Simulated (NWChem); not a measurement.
# C3H2FO (SMILES C=C(F)[C]=O): levels of theory compared

We compute a comparison of 3 runs (UHF/STO-3G, UHF/3-21G, UB3LYP/6-31G*) of C3H2FO. 

The calculation is run with NWChem 7.3.0.

### Step 1. The structure to begin with

C3H2FO: 7 atoms, total charge 0, spin state doublet. As SMILES, `C=C(F)[C]=O`. The coordinates come from a GFN2-xTB relaxation. This is one conformer, not always the lowest.

Bond lengths: C1–C2 1.377 Å, C2–F3 1.361 Å, C2–C4 1.348 Å, C4–O5 1.167 Å, C1–H6 1.070 Å, C1–H7 1.071 Å. Angles: C1–C2–F3 119.1°, C1–C2–C4 125.4°, F3–C2–C4 115.5°, C2–C4–O5 176.8°, C2–C1–H6 120.7°, C2–C1–H7 119.2°, H6–C1–H7 120.1°.

### Step 2. Energy and forces at UHF/STO-3G (run 1)

nw.nw reads:

```
START nw
TITLE "C3H2FO"
memory total 2200 mb

GEOMETRY noautosym nocenter noautoz
C        0.754750       0.417210       0.649190
C       -0.066320      -0.428890      -0.062460
F        0.096110      -1.774010       0.067850
C       -1.056810      -0.042480      -0.891760
O       -1.883010       0.348840      -1.616460
H        0.649090       1.479060       0.565460
H        1.506200       0.000260       1.288180
END

BASIS spherical bse
* library STO-3G
END

SCF
doublet
uhf
thresh 1e-08
maxiter 80
noprint "final vectors analysis"
END

TASK scf gradient
```

The run is started by

```console
nwchem nw.nw > nw.out
```

Output:

```text
[...]
  functions       =    27
[...]
  wavefunction    = UHF
[...]
         Total SCF energy =   -285.132398106861
      One electron energy =   -688.842187691112
      Two electron energy =    255.034258036058
 Nuclear repulsion energy =    148.675531548194
                       Sz =      0.5000
                 Sz(Sz+1) =      0.7500
                      S^2 =      1.0656
[...]
                         UHF ENERGY GRADIENTS
    atom               coordinates                        gradient
                 x          y          z           x          y          z
   1 C       1.426271   0.788413   1.226791   -0.017650  -0.021936  -0.015357
   2 C      -0.125327  -0.810485  -0.118032    0.002888   0.028739   0.003936
   3 F       0.181622  -3.352393   0.128218   -0.003107   0.015999  -0.002488
   4 C      -1.997081  -0.080276  -1.685182   -0.039867   0.012818  -0.037494
   5 O      -3.558373   0.659212  -3.054666    0.065022  -0.028497   0.057776
   6 H       1.226602   2.795018   1.068564   -0.001297  -0.008055  -0.001174
   7 H       2.846305   0.000491   2.434307   -0.005990   0.000932  -0.005200
[...]
```

Run time: 5.1 s. Hardware: 1 thread of Intel Xeon Platinum 8488C (Sapphire Rapids), shared host; peak memory 0.096 GiB.

### Step 3. Energy and gradient at UHF/3-21G (run 2)

geom.nw reads:

```
start geom
title "C3H2FO gradient"
memory stack 880 mb heap 220 mb global 1100 mb

geometry units atomic noautosym nocenter noautoz
   C    1.42627079   0.78841264   1.22679130
   C   -0.12532664  -0.81048464  -0.11803229
   F    0.18162158  -3.35239304   0.12821792
   C   -1.99708147  -0.08027557  -1.68518217
   O   -3.55837319   0.65921206  -3.05466669
   H    1.22660233   2.79501832   1.06856453
   H    2.84630549   0.00049133   2.43430740
end

basis "ao basis" spherical bse
   * library 3-21G
end

scf
   nopen 1
   uhf
   thresh 1e-08
   maxiter 80
end

task scf gradient
```

The run is started by

```console
nwchem geom.nw > geom.out
```

Output:

```text
[...]
  functions       =    49
[...]
  wavefunction    = UHF
[...]
         Total SCF energy =   -287.379423191131
      One electron energy =   -688.733521620632
      Two electron energy =    252.678577526792
 Nuclear repulsion energy =    148.675520902710
                       Sz =      0.5000
                 Sz(Sz+1) =      0.7500
                      S^2 =      0.9058
[...]
                         UHF ENERGY GRADIENTS
    atom               coordinates                        gradient
                 x          y          z           x          y          z
   1 C       1.426271   0.788413   1.226791   -0.004536  -0.007084  -0.003770
   2 C      -0.125327  -0.810485  -0.118032    0.007205  -0.001528   0.006046
   3 F       0.181622  -3.352393   0.128218   -0.000897   0.009494  -0.000611
   4 C      -1.997081  -0.080276  -1.685182   -0.011010   0.001346  -0.009594
   5 O      -3.558373   0.659212  -3.054667    0.008677  -0.002493   0.007591
   6 H       1.226602   2.795018   1.068565   -0.000811   0.000508  -0.000695
   7 H       2.846305   0.000491   2.434307    0.001372  -0.000242   0.001034
[...]
```

Wall time 3.9 s (1 thread of Intel Xeon Platinum 8488C (Sapphire Rapids), shared host); peak memory 0.096 GiB.

### Step 4. Energy and forces at UB3LYP/6-31G(d) (Cartesian functions) (run 3)

run.xyz reads:

```xyz
7
C3H2FO
C      0.754750     0.417210     0.649190
C     -0.066320    -0.428890    -0.062460
F      0.096110    -1.774010     0.067850
C     -1.056810    -0.042480    -0.891760
O     -1.883010     0.348840    -1.616460
H      0.649090     1.479060     0.565460
H      1.506200     0.000260     1.288180
```

run.nw reads:

```
start run
title "C3H2FO"
memory total 2200 mb

geometry units angstroms noautosym nocenter noautoz
  load run.xyz
end

basis "ao basis"
  * library 6-31G*
end

dft
  xc b3lyp
  mult 2
  grid xfine
  convergence energy 1e-08
  iterations 100
  mulliken
  print medium
end

task dft gradient
```

The run is started by

```console
nwchem run.nw > run.out
```

Output:

```text
[...]
          Wavefunction type:  spin polarized.
          No. of atoms     :     7
          No. of electrons :    37
[...]
          Charge           :     0
          Spin multiplicity:     2
[...]
          AO basis - number of functions:    79
[...]
              XC Information
              --------------
                         B3LYP Method XC Potential
                     Hartree-Fock (Exact) Exchange  0.200
                        Slater Exchange Functional  0.800 local
                    Becke 1988 Exchange Functional  0.720 non-local
              Lee-Yang-Parr Correlation Functional  0.810
                  VWN I RPA Correlation Functional  0.190 local
[...]
 d= 0,ls=0.0,diis     1   -290.3185657929 -4.39D+02  1.15D-02  3.28D-01     3.6
[...]
 d= 0,ls=0.0,diis    13   -290.4727447675 -2.92D-09  6.53D-07  5.21D-10    46.7
[...]
         Total DFT energy =     -290.472744767528
      One electron energy =     -691.723762566083
           Coulomb energy =      288.583351659090
    Exchange-Corr. energy =      -36.007865408728
 Nuclear repulsion energy =      148.675531548194
[...]
      Total Density - Mulliken Population Analysis
     ---------------------------------------------
    Atom       Charge   Shell Charges
 -----------   ------   -------------------------------------------------------
    1 C    6     6.41   1.99  0.69  2.09  0.60  1.03  0.01
    2 C    6     5.62   1.99  0.70  2.04  0.34  0.52  0.03
    3 F    9     9.29   1.99  0.95  3.30  0.98  2.00  0.05
    4 C    6     5.69   1.99  0.74  1.95  0.41  0.57  0.02
    5 O    8     8.33   1.99  0.92  2.85  1.03  1.54  0.00
    6 H    1     0.84   0.53  0.31
    7 H    1     0.83   0.52  0.30
[...]
      <S2> =      0.7668 (Exact =     0.7500)
[...]
  wavefunction    = open shell
[...]
```

Run time: 53 s. Hardware: 1 thread of Intel Xeon Platinum 8488C (Sapphire Rapids), shared host; peak memory 0.14 GiB.

### Step 5. The series

```
run                                level  Cartesian functions  iteration cap  energy (Eh)  dipole moment (D)   ⟨S²⟩  largest force (eV/Å)  wall time
  1                           UHF/STO-3G                   no             80  -285.132398               1.01  1.066                 4.707      5.1 s
  2                            UHF/3-21G                   no             80  -287.379423               2.00  0.906                 0.754      3.9 s
  3  UB3LYP/6-31G* (Cartesian functions)                  yes            100  -290.472745               0.98  0.767                 0.990       53 s
```

### Step 6. Outcome

| quantity | value |
| --- | --- |
| run 3: total energy | -290.47274 Eh |
| run 3: dipole moment | 0.98 D |
| run 3: HOMO energy (highest over α and β) | -4.66 eV |
| run 3: LUMO energy (lowest over α and β) | -2.13 eV |
| run 3: ⟨S²⟩ | 0.767 |
| run 3: largest force on an atom | 0.990 eV/Å |

In words: The dipole moment (its size) runs from 0.98 D (UB3LYP/6-31G*) to 2.00 D (UHF/3-21G). The two ends differ in method and basis. In run 1 the basis is minimal, so the values are rough. Spin contamination of the reference: run 1 ⟨S²⟩ = 1.07, run 2 ⟨S²⟩ = 0.91. All runs together took 62 s, the longest 53 s.
